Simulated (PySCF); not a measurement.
# Removing an electron from (Z)-2-butenenitrile

Species: (Z)-2-butenenitrile, C₄H₅N.
Cartesian coordinates in Å at the PBE0-D3(BJ)/def2-SVP level; atoms count from 1:
```xyz
10
C4H5N angstrom
C     -1.1820   -0.3670    0.3861
C     -0.1189    0.6706    0.3898
C      1.0788    0.5797   -0.2136
C      1.4884   -0.5686   -0.9557
N      1.8202   -1.5017   -1.5606
H     -1.4600   -0.6378    1.4178
H     -0.8723   -1.2766   -0.1467
H     -2.0968    0.0241   -0.0895
H     -0.3305    1.5987    0.9327
H      1.7975    1.4018   -0.1559
```

Level: B3LYP/def2-SVPD (PySCF). Frontier orbitals with their largest atomic shares (Löwdin; up to four atoms above 4 %):

```tsv
orbital	ε (eV)	main atoms
HOMO−3	-10.34	C4 35 %, N5 31 %, C3 17 %, C2 6 %
HOMO−2	-9.99	N5 75 %, C4 16 %
HOMO−1	-9.33	N5 48 %, C4 37 %, C3 7 %
HOMO	-7.77	?
LUMO	-1.66	C2 33 %, C3 22 %, N5 16 %, C4 13 %
LUMO+1	0.06	N5 15 %, C3 15 %, C2 15 %, C4 13 %
LUMO+2	0.67	C1 23 %, C4 20 %, N5 14 %, H8 10 %
```

What vertical ionisation energy does ΔSCF give, and how far is −ε(HOMO) from it?

ΔSCF: 10.11 eV (976 kJ/mol; threshold wavelength 123 nm); ⟨S²⟩ of the doublet left behind is 0.762, against 0.75 for a pure doublet. −ε(HOMO) is 7.77 eV, 2.34 eV below it. For the exact functional −ε(HOMO) would equal the first vertical ionisation energy; B3LYP (global hybrid, 20 % exact exchange) falls short of its own ΔSCF value by 23 %. Holes in the HOMO−1 and HOMO−2 were tried too where these lie within 1.2 eV of the HOMO; the lowest converged state counts.

On which atoms does the HOMO lie?

C3 (alkene CH carbon) 26 %, C2 (alkene CH carbon) 26 %, N5 (nitrile nitrogen) 20 %, C4 (nitrile carbon) 13 %, so no atom holds as much as 40 %. The HOMO−1 lies 1.56 eV lower.

And the vertical electron affinity, the fundamental gap, Mulliken's electronegativity and the hardness (with the factor ½)?

EA = -0.53 eV by ΔSCF (−ε(LUMO) = 1.66 eV); a negative value means that the added electron isn't bound at this geometry and level, and the number then depends on the basis. IE − EA = 10.64 eV against an orbital gap of 6.11 eV; (IE + EA)/2 = 4.79 eV; (IE − EA)/2 = 5.32 eV.

The lowest singlet excitation (vertical TDDFT, same level) lies at 6.08 eV. How far is it below IE − EA?

IE − EA = 10.64 eV, so by 4.56 eV.

How many of the 10 lowest singlet excitations (vertical TDDFT, same level) lie below the ionisation energy?

All 10; they run from 6.08 to 8.24 eV.

Isolated species at its PBE0-D3(BJ)/def2-SVP geometry, gas phase.

These values come from a run that also computed excited states and ΔSCF ions. Hardware: Intel Xeon 6975P-C, one thread, no GPU, shared host. Cost: 19 s, 0.55 GiB resident at most.
